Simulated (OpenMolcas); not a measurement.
# A workflow on quartet BClF

We compute the energy (UHF/STO-3G), then the energy (CASSCF(3,3)/STO-3G), then a single-point energy (CASPT2(3,3)/STO-3G), then a single-point energy (SC-NEVPT2(3,3)/STO-3G), then a single-point energy (MRCI(3,3)/STO-3G) of quartet BClF. 

The results are computed with OpenMolcas 26.06.

2 further runs of the same task are left out: 1 for a known fault of the program, 1 set aside as unsound or not needed.

### 1 The system as given

BClF: 3 atoms, total charge 0, spin state quartet. As SMILES of the parent species, `F[B]Cl`. Geometry: relaxed at GFN2-xTB. That shape belongs to the parent species and isn't relaxed for this state.

Bond lengths: F1–B2 1.321 Å, B2–Cl3 1.698 Å. Angles: F1–B2–Cl3 118.2°.

### 2 The energy at UHF/STO-3G (run 1)

Input file step1.inp:

```
&GATEWAY
BasLib=$CurrDir
BasisSet
F.STO-3G....
F1 0.525930 1.064250 0.395700 angstrom
End of Basis
BasisSet
B.STO-3G....
B2 -0.391190 0.306940 -0.178100 angstrom
End of Basis
BasisSet
Cl.STO-3G....
Cl3 -0.134740 -1.371190 -0.217610 angstrom
End of Basis
&SEWARD
&SCF
UHF
Spin=4
Scramble=0.25
PrOrbitals=1 1
```

The basis set STO-3G is read from a file made from the Basis Set Exchange's data (not shown).

On the command line:

```sh
$ export MOLCAS_MEM=1860
$ pymolcas step1.inp > step1.log
```

The log of the run:

```text
--- Start Module: gateway ---
[...]
--- Stop Module: gateway /rc=_RC_ALL_IS_WELL_ ---
--- Start Module: seward ---
[...]
      Basis functions           19
--- Stop Module: seward /rc=_RC_ALL_IS_WELL_ ---
--- Start Module: scf ---
[...]
       Convergence after  29 Iterations
[...]
::    Total SCF energy                               -576.7500717705
[...]
      Total spin, S                                     1.5003233006
[...]
      Total electronic charge=   31.000000
      Total            charge=   -0.000000
[...]
      Dipole Moment (debye):
      Origin of the operator (angstrom)=    0.0150   -0.3748   -0.0316
                   X=  1.6724E+00               Y=  3.6068E+00               Z=  1.2819E+00           Total=  4.1772E+00
      Quadrupole Moment (debye*angstrom):
[...]
--- Stop Module: scf /rc=_RC_ALL_IS_WELL_ ---
[...]
```

It took 1.8 s on 1 thread of Arm Neoverse V2, shared host; peak memory 0.37 GiB.

### 3 The energy at CASSCF(3,3)/STO-3G (run 2)

Input file step2.inp:

```
* BClF CASSCF
>>> EXPORT MOLCAS_PRINT=2

&GATEWAY
 BASLIB = $CurrDir
 BASISSET
 F.STO-3G....
 F1 0.525930 1.064250 0.395700 angstrom
 End of Basis
 BASISSET
 B.STO-3G....
 B2 -0.391190 0.306940 -0.178100 angstrom
 End of Basis
 BASISSET
 Cl.STO-3G....
 Cl3 -0.134740 -1.371190 -0.217610 angstrom
 End of Basis

&SEWARD

&RASSCF
 FILEORB = $CurrDir/step1.UnaOrb
 SPIN = 4
 NACTEL = 3 0 0
 INACTIVE = 14
 RAS2 = 3
 ORBLISTING = Nothing
```

The basis set STO-3G is read from a file made from the Basis Set Exchange's data (not shown).

On the command line:

```sh
$ export MOLCAS_MEM=1860
$ pymolcas step2.inp > step2.log
```

The log of the run:

```text
--- Start Module: gateway ---
[...]
--- Stop Module: gateway /rc=_RC_ALL_IS_WELL_ ---
--- Start Module: seward ---
[...]
      Basis functions           19
--- Stop Module: seward /rc=_RC_ALL_IS_WELL_ ---
--- Start Module: rasscf ---
[...]
      Number of active orbitals                  3
[...]
      Spin quantum number                      1.5
[...]
      Active orbitals                            3
[...]
      Number of CSFs                             1
[...]
      Number of root(s) required                 1
[...]
      Convergence after 12 iterations
[...]
      printout of CI-coefficients larger than  0.05 for root  1
      energy=    -576.749452
      conf/sym  111     Coeff  Weight
             1  uuu   1.00000 1.00000
      Natural orbitals and occupation numbers for root  1
      sym 1:   1.000000   1.000000   1.000000
      ************************************************************************************************************************
      *                                                    Final results                                                     *
[...]
::    RASSCF root number  1 Total energy:   -576.74945166
[...]
      Total electronic charge=   31.000000
      Total            charge=   -0.000000
[...]
      Dipole Moment (debye):
      Origin of the operator (angstrom)=    0.0150   -0.3748   -0.0316
                   X=  1.6694E+00               Y=  3.6012E+00               Z=  1.2797E+00           Total=  4.1705E+00
      Quadrupole Moment (debye*angstrom):
[...]
--- Stop Module: rasscf /rc=_RC_ALL_IS_WELL_ ---
[...]
```

Run time: 1.5 s. Hardware: 1 thread of Arm Neoverse V2, shared host; peak memory 0.37 GiB.

### 4 The energy at CASPT2(3,3)/STO-3G (run 3)

Input file step3.input:

```
>>> EXPORT MOLCAS_PRINT=2
&GATEWAY
BasLib
$CurrDir
BasisSet
F.STO-3G....
F1 0.525930 1.064250 0.395700 angstrom
End of Basis
BasisSet
B.STO-3G....
B2 -0.391190 0.306940 -0.178100 angstrom
End of Basis
BasisSet
Cl.STO-3G....
Cl3 -0.134740 -1.371190 -0.217610 angstrom
End of Basis
&SEWARD
&RASSCF
FileOrb
$CurrDir/step2.RasOrb
Spin
4
Nactel
3 0 0
Inactive
14
Ras2
3
OrbListing
Nothing
&CASPT2
Imaginary
0.1
Frozen
7
```

The basis set STO-3G is read from a file made from the Basis Set Exchange's data (not shown).

On the command line:

```sh
$ export MOLCAS_MEM=1860
$ pymolcas step3.input > step3.log
```

The log of the run:

```text
--- Start Module: gateway ---
[...]
--- Stop Module: gateway /rc=_RC_ALL_IS_WELL_ ---
[...]
      Basis functions           19
[...]
--- Start Module: rasscf ---
[...]
      Number of active orbitals                  3
[...]
      Spin quantum number                      1.5
[...]
      Active orbitals                            3
[...]
      Number of CSFs                             1
[...]
      Number of root(s) required                 1
[...]
      Convergence after  4 iterations
[...]
      printout of CI-coefficients larger than  0.05 for root  1
      energy=    -576.749452
      conf/sym  111     Coeff  Weight
             1  uuu   1.00000 1.00000
      Natural orbitals and occupation numbers for root  1
      sym 1:   1.000000   1.000000   1.000000
      ************************************************************************************************************************
      *                                                    Final results                                                     *
[...]
::    RASSCF root number  1 Total energy:   -576.74945166
[...]
      Total electronic charge=   31.000000
      Total            charge=   -0.000000
[...]
      Dipole Moment (debye):
      Origin of the operator (angstrom)=    0.0150   -0.3748   -0.0316
                   X=  1.6694E+00               Y=  3.6013E+00               Z=  1.2797E+00           Total=  4.1706E+00
      Quadrupole Moment (debye*angstrom):
[...]
--- Stop Module: rasscf /rc=_RC_ALL_IS_WELL_ ---
--- Start Module: caspt2 ---
[...]
 ###    WARNING: User changed nr of frozen orbitals.                         ###
 ###############################################################################
[...]
      E2 (Variational):          -0.0259041005
      Total energy:            -576.7753557572
[...]
      Reference weight:           0.98715
[...]
::    CASPT2 Root  1     Total energy:   -576.77535576
[...]
--- Stop Module: caspt2 /rc=_RC_ALL_IS_WELL_ ---
[...]
```

Run time: 1.5 s. Hardware: 1 thread of Arm Neoverse V2, shared host; peak memory 0.37 GiB.

### 5 The energy at SC-NEVPT2(3,3)/STO-3G (run 4)

Input file step4.inp:

```
>>> EXPORT MOLCAS_PRINT=2

&GATEWAY
  BasLib
  $CurrDir
  BasisSet
  F.STO-3G....
  F1 0.525930 1.064250 0.395700 angstrom
  End of Basis
  BasisSet
  B.STO-3G....
  B2 -0.391190 0.306940 -0.178100 angstrom
  End of Basis
  BasisSet
  Cl.STO-3G....
  Cl3 -0.134740 -1.371190 -0.217610 angstrom
  End of Basis

&SEWARD

&RASSCF
  FileOrb
  $CurrDir/step2.RasOrb
  Spin
  4
  Nactel
  3 0 0
  Inactive
  14
  Ras2
  3
  OrbListing
  Nothing

&CASPT2
  SC-NEVPT2
  Frozen
  7
```

The basis set STO-3G is read from a file made from the Basis Set Exchange's data (not shown).

On the command line:

```sh
$ export MOLCAS_MEM=1860
$ pymolcas step4.inp > step4.log
```

The log of the run:

```text
--- Start Module: gateway ---

                                              &GATEWAY

                       available to each process: 1.9 GB of memory, 1 thread

 Basis Set     1 Label: F.STO-3G....
 Basis set is read from library:.
 basistype.tbl is not found

 Basis Set     2 Label: B.STO-3G....
 Basis set is read from library:.
 basistype.tbl is not found

 Basis Set     3 Label: CL.STO-3G....
 Basis set is read from library:.
 basistype.tbl is not found

++    Symmetry information:
      ---------------------

                    Character Table for C1

                             E
                    a        1  x, y, xy, Rz, z, xz, Ry, yz, Rx, I
--

++    Basis set information:
      ----------------------

      Basis set label: F.STO-3G.........

[... 184 lines left out ...]
                                         RASSCF iterations: Energy and convergence statistics
[... 19 lines left out ...]
      printout of CI-coefficients larger than  0.05 for root  1
[... 4 lines left out ...]
      Natural orbitals and occupation numbers for root  1
[... 10 lines left out ...]
      RASSCF energy for state  1                   -576.74945166
[... 13 lines left out ...]
      Von Neumann Entropy (Root   1) =  1.50000
[... 57 lines left out ...]
      Spin density orbitals for root   1 are written to the SPDORB.1 file
[... 74 lines left out ...]
 Compute H0 matrices for state    1
[... 4 lines left out ...]
********************************************************************************
  NEVPT2 EQUATION SOLUTION
--------------------------------------------------------------------------------
 ###############################################################################
 ###    Location: AixRd                                                      ###
 ###    File: LUCIEX                                                         ###
 ###    Premature abort while reading buffer from disk                       ###
 ###    End of file reached                                                  ###
 ###############################################################################

--- Stop Module: caspt2 /rc=-6 ---

.########################.
.# Non-zero return code #.
.########################.

    Timing: Wall=1.26 User=1.01 System=0.25
```

Wall time 1.4 s (1 thread of Arm Neoverse V2, shared host); peak memory 0.37 GiB.

The program stopped with an error.

### 6 A single-point energy at MRCI(3,3)/STO-3G (run 5)

Input file step5.input:

```
>>> EXPORT MOLCAS_PRINT=2

&GATEWAY
  BasLib
  $CurrDir
  BasisSet
  F.STO-3G....
  F1 0.525930 1.064250 0.395700 angstrom
  End of Basis
  BasisSet
  B.STO-3G....
  B2 -0.391190 0.306940 -0.178100 angstrom
  End of Basis
  BasisSet
  Cl.STO-3G....
  Cl3 -0.134740 -1.371190 -0.217610 angstrom
  End of Basis

&SEWARD

&RASSCF
  FileOrb
  $CurrDir/step2.RasOrb
  Spin
  4
  Nactel
  3 0 0
  Inactive
  14
  Ras2
  3
  OrbListing
  Nothing

&MOTRA
  LumOrb
  Frozen
  7

&GUGA
  Electrons
  17
  Spin
  4
  Inactive
  7
  Active
  3
  CIAll
  1

&MRCI
  SDCI
```

The basis set STO-3G is read from a file made from the Basis Set Exchange's data (not shown).

On the command line:

```sh
$ export MOLCAS_MEM=1860
$ pymolcas step5.input > step5.log
```

The log of the run:

```text
--- Start Module: gateway ---
[...]
--- Stop Module: gateway /rc=_RC_ALL_IS_WELL_ ---
[...]
      Basis functions           19
[...]
      Number of active orbitals                  3
[...]
      Spin quantum number                      1.5
[...]
      Active orbitals                            3
[...]
      Number of CSFs                             1
[...]
      Number of root(s) required                 1
[...]
      Convergence after  4 iterations
[...]
      printout of CI-coefficients larger than  0.05 for root  1
      energy=    -576.749452
      conf/sym  111     Coeff  Weight
             1  uuu   1.00000 1.00000
      Natural orbitals and occupation numbers for root  1
      sym 1:   1.000000   1.000000   1.000000
      ************************************************************************************************************************
      *                                                    Final results                                                     *
[...]
::    RASSCF root number  1 Total energy:   -576.74945166
[...]
      Dipole Moment (debye):
      Origin of the operator (angstrom)=    0.0150   -0.3748   -0.0316
                   X=  1.6694E+00               Y=  3.6013E+00               Z=  1.2797E+00           Total=  4.1706E+00
      Quadrupole Moment (debye*angstrom):
[...]
      *** WARNING: Default frozen orbitals is overwritten by user input.
      *** Default values:   7
[...]
--- Start Module: guga ---
[...]
--- Stop Module: guga /rc=_RC_ALL_IS_WELL_ ---
--- Start Module: mrci ---
[...]
       (But an ACPF correction will be computed)
       USE THE DEFAULT ACPF G-VALUE GFAC=  0.11764705882352941
[...]
                      CI ENERGY:  -576.78852256
[...]
                ACPF CORRECTION:    -0.00374505
[...]
      Total electronic charge=   31.000000
      Total            charge=    0.000000
[...]
     ACPF CORRECTION:     -0.00374505
[...]
  CI State   1     Total energy:   -576.78852256     QDav:     -0.00429934     QACPF:     -0.00374505
[...]
--- Stop Module: mrci /rc=_RC_ALL_IS_WELL_ ---
[...]
```

It took 1.6 s on 1 thread of Arm Neoverse V2, shared host; peak memory 0.37 GiB.

### 7 Results

```
                                                 quantity                value
                          run 1, UHF/STO-3G: total energy        -576.75007 Eh
                         run 1, UHF/STO-3G: dipole moment               4.18 D
    run 1, UHF/STO-3G: HOMO energy (highest over α and β)             -4.86 eV
     run 1, UHF/STO-3G: LUMO energy (lowest over α and β)              0.59 eV
                                  run 1, UHF/STO-3G: ⟨S²⟩                3.751
                  run 2, CASSCF(3,3)/STO-3G: total energy        -576.74945 Eh
run 2, CASSCF(3,3)/STO-3G: dipole moment (CASSCF density)               4.17 D
                  run 3, CASPT2(3,3)/STO-3G: total energy        -576.77536 Eh
run 3, CASPT2(3,3)/STO-3G: dipole moment (CASSCF density)               4.17 D
                    run 5, MRCI(3,3)/STO-3G: total energy        -576.78852 Eh
  run 5, MRCI(3,3)/STO-3G: dipole moment (CASSCF density)               4.17 D
                             run 4, SC-NEVPT2(3,3)/STO-3G  no result (crashed)
```

**Reading.** Mulliken charges (run 2, CASSCF(3,3)/STO-3G) run from -0.28 on Cl3 to +0.26 on F1; they depend strongly on the basis. Mulliken charges (run 3, CASPT2(3,3)/STO-3G) of the CASSCF density run from -0.28 on Cl3 to +0.26 on F1; they depend strongly on the basis. Mulliken charges (run 5, MRCI(3,3)/STO-3G) of the CASSCF density run from -0.28 on Cl3 to +0.26 on F1. 1 of the 5 runs did not end normally.
